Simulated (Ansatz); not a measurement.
## Ansatz (development build ahead of 0.2.0) run

```yaml
crystal:
  periodic: [false, false, false]
  atoms:
    - { symbol: S, position_ang: [-0.04386, 0.12261, -0.01782] }
    - { symbol: O, position_ang: [1.36961, 0.05202, 0.05819] }
    - { symbol: O, position_ang: [-0.69767, 1.22081, -0.06693] }
    - { symbol: O, position_ang: [-0.64063, -1.29157, 0.03277] }
basis:
  gaussian: { orbitals: cc-pVDZ }
hamiltonian:
  xc: hf
correlation:
  method: mp2
  frozen_orbitals: { O: 1, S: 5 }
```

The input is written out in the form of the current development build from the run's settings.

The run gave:

* Converged: yes
* Reference energy: -621.93572 hartree
* Correlation energy: -0.68975 hartree
* Total energy: -622.62547 hartree
* Spin squared of the determinant: 0.000

Caution: no unrestricted run beside it, a lower state can exist.
